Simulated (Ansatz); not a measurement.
Relaxation of C3H4S2 (9 atoms, charge 0, multiplicity 1), to a largest force component of 0.015 eV/Å in at most 40 steps.

The calculation used RKS PBE/def2-SVP in Ansatz 0.2.0.

```xyz
9
Properties=species:S:1:pos:R:3
C -2.409 -0.553 0.910
C -1.642 -0.053 0.151
S -0.524 0.601 -0.920
C 1.080 0.184 0.014
S 2.483 0.735 -0.880
H -3.192 -0.895 1.555
H 1.012 0.640 1.012
H 1.109 -0.895 0.132
H 2.172 0.190 -1.992
```

Question: Where does it end, and by what steps?

Answer: The run converged. After 7 steps the energy has fallen by 0.317 eV; H9 moved furthest, 0.26 Å.

```
step  energy less start (eV)  largest force component (eV/Å)  accepted
   0                  0.0000                           2.790       yes
   1                 -0.2817                           0.793       yes
   2                 -0.2988                           0.384       yes
   3                 -0.3056                           0.227       yes
   4                 -0.3157                           0.121       yes
   5                 -0.3170                           0.030       yes
   6                 -0.3172                           0.024       yes
   7                 -0.3174                           0.010       yes
```

```xyz
9
Properties=species:S:1:pos:R:3
C -2.502 -0.584 0.891
C -1.654 -0.021 0.202
S -0.532 0.776 -0.779
C 1.065 0.242 0.012
S 2.484 0.791 -0.972
H -3.251 -1.075 1.497
H 1.163 0.733 1.000
H 1.045 -0.856 0.153
H 2.270 -0.054 -2.021
```

Whether the end is a true minimum wasn't checked by a vibrational analysis.

Run time: 14 s on 2 threads of Arm Neoverse V1, on a shared host, peak memory 0.13 GiB.
